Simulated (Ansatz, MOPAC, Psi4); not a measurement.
Gas-phase reaction in SMILES: c1[c-]cco1 -> c1c[c-]oc1

Property: isomerisation energy (enthalpy at 298 K), in kcal/mol. Conventions: non-relativistic; 6-31G* and kin with 6d, 5d where marked; 6-311+G** with 5d; valence correlation only; dispersion terms only where a functional's name holds one; no spin-orbit coupling. Ab initio and DFT rows: single points at B3LYP-D3(BJ) geometries (Ansatz, an electronic-structure program), with unscaled harmonic terms from B3LYP/6-31G* at its own minima. Semi-empirical rows: MOPAC heats of formation at their own minima for 298 K. Sets without +, aug- or the D of def2-TZVPD hold no diffuse functions, which anions need. The Hartree-Fock reference of [c-]1ccoc1 is unstable towards a lower, spin-broken solution.

```tsv
level	program	isomerisation energy (enthalpy at 298 K) (kcal/mol)
AM1	MOPAC	-18.5
PM3	MOPAC	-19.8
HF/6-311+G**	Ansatz	-5.6
PBE/def2-SVP	Ansatz	-4.9
B3LYP/6-31G	Ansatz	-7.4
B3LYP/6-31G*	Ansatz	-5.6
PBE0/6-31G*	Ansatz	-5.4
wB97X-D/6-31G*	Psi4	-5.7
MP2/STO-3G	Ansatz	-11.5
B2PLYP-D3(BJ)/def2-TZVPD	Ansatz + dftd3	-4.8
```

No value to compare with is used here. The 9 habitual levels span -19.8 (PM3) to -4.9 kcal/mol (PBE/def2-SVP); B2PLYP-D3(BJ)/def2-TZVPD gives -4.8.

The levels are drawn from those run, B3LYP/6-31G* more often than the rest, none by its result; runs whose electronic state is in doubt are left out.
